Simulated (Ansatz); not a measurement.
**AlH₂O₂ radical: small, medium and large basis sets**

One table from this session's results is given with a row withheld; the runs are named, their logs left out.

The runs use Ansatz 0.2.0, Gaussian basis; one geometry, several basis sets.

Levels to be run: PBE0-D4/def2-SVP; ωB97M-V/def2-SVP; PBE0-D4/def2-QZVPP; ωB97M-V/def2-QZVPP; the functionals' def2-TZVPP values are taken from earlier runs.

## The geometry

The geometry comes from an earlier relaxation with PBE0-D4 in a triple-zeta def2 set; it is a stationary point.

SMILES `[OH][Al][OH]`, 5 atoms, charge 0, spin multiplicity 2.

Atoms are counted from 1 here; the program's logs count them from 0.

Bond lengths: O1–Al2 1.696 Å, O1–H4 0.958 Å, Al2–O3 1.703 Å, O3–H5 0.956 Å. Angles: Al2–O1–H4 122.5°, O1–Al2–O3 119.0°, Al2–O3–H5 123.1°.

As a file:

```xyz
5
AlH2O2
O    -1.5735   -0.3246   -0.2375
Al    0.0185   -0.8251    0.0650
O     1.2494    0.3483    0.1600
H    -1.8097    0.5958   -0.3592
H     2.1651    0.1318    0.3304
```

Set-up of the first run:

Contents of in.yaml:

```yaml
crystal:
  periodic: [false, false, false]
  atoms:
    - {symbol: O, position_ang: [-1.573502, -0.324628, -0.237524]}
    - {symbol: Al, position_ang: [0.018538, -0.825076, 0.065027]}
    - {symbol: O, position_ang: [1.249428, 0.348329, 0.159966]}
    - {symbol: H, position_ang: [-1.809669, 0.595844, -0.359164]}
    - {symbol: H, position_ang: [2.165106, 0.131833, 0.330394]}
basis:
  gaussian: {orbitals: def2-SVP}
magnetization: {spin_polarized: true, initial_magnetization: 1}
hamiltonian: {xc: pbe0, dispersion: d4}
output: {orbitals: {seedname: orbitals}}
```

Among the steps run: PBE0-D4 in def2-SVP; ωB97M-V in def2-SVP; PBE0-D4 in def2-QZVPP; ωB97M-V in def2-QZVPP.

One of the session's tables, all rows but one given; the rest of the session is left out.

It belongs to the step «Density functionals: the series». 

```
functional       basis  HOMO (eV)  LUMO (eV)
   PBE0-D4    def2-SVP      -5.88      -2.39
   PBE0-D4  def2-TZVPP          ?          ?
   PBE0-D4  def2-QZVPP      -6.09      -2.53
   ωB97M-V    def2-SVP      -7.54      -1.02
   ωB97M-V  def2-TZVPP      -7.71      -1.01
   ωB97M-V  def2-QZVPP      -7.80      -1.12
```

Q: Estimate the row for PBE0-D4, def2-TZVPP from the others.

**Answer.** HOMO (eV): -6.04; LUMO (eV): -2.47. In the column «HOMO (eV)» it lies between PBE0-D4, def2-QZVPP (-6.09) and PBE0-D4, def2-SVP (-5.88).
